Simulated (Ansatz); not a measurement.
Consider the atomization: `C/C(F)=C(/O)F` → 3 C• + 2 F• + 4 H• + O•.

Calculated with Ansatz (gas phase, PBE0-D4/def2-TZVP geometries, no zero-point term in ΔE). CCSD(T)/CBS adds triple-zeta CCSD(T) − MP2 to the extrapolated MP2 energy (def2 sets, frozen cores). This one scheme is used for every species, atoms too. For atomizations the MP2-based limit and the directly extrapolated one differ by several kJ/mol either way, and by 10 to 25 for some Ge, Se and Sn compounds, so smaller differences from it don't rank the levels. Functionals use def2-TZVPP. Open shells (•) are unrestricted, without spin–orbit coupling. Spin–orbit coupling would lower the free atoms: a little for C, F, O. Each species was taken in one conformer, which may not be the lowest.

What is ΔE at CCSD(T)/CBS? (An estimate is asked.)

Computed: +4096.0 kJ/mol.

What do these levels give: LDA (SPW92), PBE-D4, BLYP-D4, B97M-V, PBE0-D4, BLYP, r2SCAN, BHLYP, HF/def2-SVP, CCSD/def2-SVP, HF/def2-QZVPP, MP2/CBS(def2)? (An estimate is asked.)

Ansatz gave: LDA (SPW92) 4885.8, PBE-D4 4274.4, BLYP-D4 4129.4, B97M-V 4106.9, PBE0-D4 4138.6, BLYP 4093.3, r2SCAN 4125.9, BHLYP 3889.8, HF/def2-SVP 2903.7, CCSD/def2-SVP 3850.3, HF/def2-QZVPP 2856.6, MP2/CBS(def2) 4224.4 kJ/mol.

Largest T1 diagnostic among the species: 0.012.

The D4 term adds +25.4 kJ/mol with B3LYP and +13.3 kJ/mol with PBE0; it sums over pairs of atoms, weighted by their polarisabilities, and B3LYP, whose exchange is more repulsive, gets the larger term. From BLYP to BHLYP (50 % exact exchange), in def2-TZVPP and without D4, ΔE moves by −203.5 kJ/mol: exact exchange takes away binding that semilocal exchange gives to molecules.

B3LYP here is the variant with VWN-RPA as its local correlation; programs differ in this.
